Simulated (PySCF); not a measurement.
hydrogen cyanide: calculation against experiment

**Measured values to compare with.**

NIST CCCBDB Release 22 (SRD 101), experimental dipoles lists, for the gas: dipole moment (microwave Stark effect, vibrational ground state) 2.98 D.

How close the calculation comes is told at the end.

Species: hydrogen cyanide, HCN.
Numbering: `[CH:1]#[N:2]` (hydrogens: H3 on C1)

Geometry (BHandHLYP/def2-TZVP, Å), atoms numbered from 1 in this order:
```
atom  x, y, z in Å
C1    -0.020    0.003   -0.006
N2     1.095   -0.183    0.065
H3    -1.063    0.178   -0.072
```

The PySCF runs (gas phase, on this BHandHLYP/def2-TZVP geometry; no spin–orbit coupling):

```
                            level                                          job  basis functions  wall time
BHandHLYP/def2-TZVP, grid level 1  geometry optimisation from a GFN2-xTB start               68      1.9 s
```

Hardware: an Arm Neoverse V1 with one thread, no GPU (shared host).

## Comparison

**Dipole moment.** Measured: 2.98 D (NIST CCCBDB Release 22 (SRD 101), experimental dipoles).

```csv
level,computed (D),computed − measured (D),% (from the printed values)
BHandHLYP/def2-TZVP,3.13,+0.15,+5
```

The computed dipoles belong to one fixed geometry; measured ones are averaged over vibrations unless marked μe. Magnitudes are compared, not signs.

The geometry is computed, not the measured one. Where a level misses, the cause wasn't examined.
